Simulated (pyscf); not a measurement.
PySCF, gas phase, ωB97X-D3(BJ)/def2-SVP geometries.

Q: For the elementary gas-phase step `[OH][As]([OH])[AsH2]` + `[H][H]` -> `[OH][AsH][OH]` + `[AsH3]` (singlet surface; As–As, H–H broken, As–H, As–H formed), what barrier and reaction energy does r²SCAN/def2-TZVP give, measured from the separated reactants?

A: ΔE‡ = 187.6 kJ/mol, ΔE = +25.2 kJ/mol. ωB97M-D3(BJ)/def2-TZVP gives 216.7 kJ/mol and +13.0 kJ/mol. Zero-point energy shifts the barrier by +6.7 kJ/mol. It is a four-centre exchange, with an imaginary mode of 935i cm⁻¹. The same reactants have a lower exit, to HO–As•–OH + AsH₂• + H₂ (no saddle counted: cutting one bond costs +195.7 kJ/mol at ωB97M-D3(BJ)/def2-TZVP, against +216.7 kJ/mol here). This is the saddle that the search found; another between the same sides may lie lower. Elements up to Kr have no core potential and no relativistic terms here.
